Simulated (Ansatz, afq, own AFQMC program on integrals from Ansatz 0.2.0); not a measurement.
Integrals from Ansatz 0.2.0, then the random walk in our own AFQMC program (afq).

```yaml
crystal:
  periodic: [false, false, false]
  atoms:
    - {symbol: Ge, position_ang: [0.000000, 0.004290, 0.669698]}
    - {symbol: Al, position_ang: [0.000000, -0.072524, -1.680281]}
    - {symbol: H, position_ang: [0.000000, 1.355565, -0.406873]}
    - {symbol: H, position_ang: [0.000000, 0.276702, -2.877381]}
basis:
  gaussian: {orbitals: cc-pVDZ}
magnetization: {spin_polarized: true, initial_magnetization: 1}
correlation: {method: ccsd_t, electrons: outside_noble_gas, hamiltonian_folder: ham}
```

```sh
$ ansatz run in.yaml --threads 1 --pin off --events-out ev --progress --plain --max-ram 1382MiB
```

afq runs on the folder ham with

```
--method phaseless --trial cisd --walkers 60 --populations 1 --least-time 40 --time-step 0.005 --steps-per-block 50 --equilibration-blocks 28 --max-blocks 300 --target-error 0.00036 --factor-cut 1e-05 --start spin_pure --seed 4 --release-times 0.24,0.51,0.99,1.62,2.4 --release-step 0.03 --release-every 4 --taylor-order 6
```

Times are imaginary, in 1/Eh. The walk had a cap of 1011 s. Filled inner d shells are frozen with the cores.

Log:

```
orbitals 36  electrons 5 4  factors 284 of 596
reference energy -2318.31178459 Eh
CCSD correlation -0.16857383 Eh in 12 cycles, weight of the determinant in the CISD state 0.8695
energy of the start -2318.480051 Eh
 block  time / (1/Eh)  mean weight  energy / Eh
     1     0.250  1.0003  -2318.478035
     2     0.500  1.0001  -2318.478109
     3     0.750  1.0001  -2318.479254
     4     1.000  1.0006  -2318.480021
     5     1.250  1.0003  -2318.481341
     9     2.250  0.9994  -2318.485121
    33     8.250  0.9980  -2318.491052
    65    16.250  0.9988  -2318.486800
    97    24.250  1.0011  -2318.487454
   129    32.250  0.9977  -2318.486197
   161    40.250  1.0004  -2318.489691
   193    48.250  1.0009  -2318.490029
   217    54.250  0.9999  -2318.495696
   225    56.250  1.0018  -2318.493582
   257    64.250  1.0008  -2318.486420
   289    72.250  0.9991  -2318.483477
   321    80.250  0.9998  -2318.480563
blocks merged  error / Eh  count
     1  0.000197  300
     2  0.000250  150
     4  0.000313  75
     8  0.000392  37
    16  0.000484  18
    32  0.000630  9
released: time / (1/Eh)  energy / Eh  error  mean overlap
  0.24  -2318.488490  0.000425  1.0022
  0.51  -2318.488352  0.000351  0.9989
  0.99  -2318.488120  0.000432  1.0092
  1.62  -2318.488373  0.000352  0.9971
  2.40  -2318.487934  0.000388  0.9941
energy -2318.488463 +/- 0.000484 Eh
(rows thinned)
```

The run passed its tests (sampling time, drift between the halves within three errors, error under three times the target), which doesn't prove that it has relaxed.

Against this walk (error 13.2 meV) on the same determinant: CCSD(T) 49.8 meV higher, CCSDT(Q) 2.2 meV higher (within the noise). The error is statistical and leaves out the bias of the constraint. Released to 2.40 1/Eh the energy moves by 14 ± 17 meV (both errors), within twice the noise.

Cautions: constraint bias not in the error; error above the target (13.2 against 9.8 meV); no relativity below Rb; no spin-orbit coupling; inner d shell frozen.

The walk took 6.5 min on 1 thread of Arm Neoverse V1 (shared host). The log's last line is the phaseless energy.

CCSDT and higher add their correlation energy to the determinant of the CCSD(T) run, since their own runs factorise the integrals more tightly (a shift of under 2 meV). A walk keeps the symmetry of its determinant, which the program's search chose and which needn't be the lowest solution, so a lower state of the same spin and another symmetry isn't excluded.
